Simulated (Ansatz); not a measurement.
Results of PBEsol-D3(BJ) (plane waves, PAW; Ansatz, a first-principles code) for hcp Re.

Settings: plane-wave cutoff 520 eV, 24×24×12 k mesh (along the axes of the cell as run), Fermi–Dirac smearing 0.05 eV, no spin polarisation, scalar-relativistic PAW data made under PBE.

A third-order Birch–Murnaghan fit to the energies gives V0 = 14.270 Å³/atom, B0 = 410 GPa, B′ = 4.4.

```
V (Å³/atom)  P (GPa)
-----------  -------
13.699             …
13.985          8.64
14.270         -0.01
14.556             …
14.841             …
```

Estimate the withheld pressures from this fit; the answers are the runs' own values.


- 13.699, P (GPa): 18.27
- 14.556, P (GPa): -7.77
- 14.841, P (GPa): -14.75

The formula P = (3/2) B0 (x^(7/3) − x^(5/3)) [1 + (3/4)(B′ − 4)(x^(2/3) − 1)] with x = V0/V meets the computed pressures within 0.05 GPa when these rounded values are put in.

Shape and atoms are relaxed at each volume.

Measured, for comparison: bulk modulus 369 GPa (zero-point energy and finite temperature contributions removed, our sources range from 369 to 381; as tabulated in doi:10.1021/acs.jctc.3c00612). Computed (rounded) less measured: bulk modulus +11 % (+8 % to +11 % over the range).

Note: the bulk modulus comes from volumes at which shape and atoms were relaxed.

Spin–orbit coupling is not included.
